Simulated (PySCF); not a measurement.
Bonds broken one at a time in the series HO-X. Gas-phase values, no solvent. One relaxed conformer stands for each flexible species; it need not be the lowest. Strings in code marks are SMILES.

Computed with PBE-D3(BJ)/def2-TZVP // B3LYP-D3(BJ)/def2-TZVP run with PySCF. 

```
species                                                 highest occupied spin orbital (eV)  dipole moment (D)
------------------------------------------------------  ----------------------------------  -----------------
whole molecule (`CO`)                                                                    –               1.62
radical fragment (`[OH]`)                                                            -7.16               1.73
radical fragment (`C[C](C)C`)                                                            ?               0.22
radical fragment (`[C]#N`)                                                           -9.41               1.14
whole molecule (`O=CO` (O–C–O–H torsion 0°))                                             –                  –
whole molecule (`C[Si](C)(C)O` (C–Si–O–H torsion 60°))                                   –                  –
```

### Question
What belongs in the gaps?

### Answer

- radical fragment (`C[C](C)C`), highest occupied spin orbital (eV): -3.72
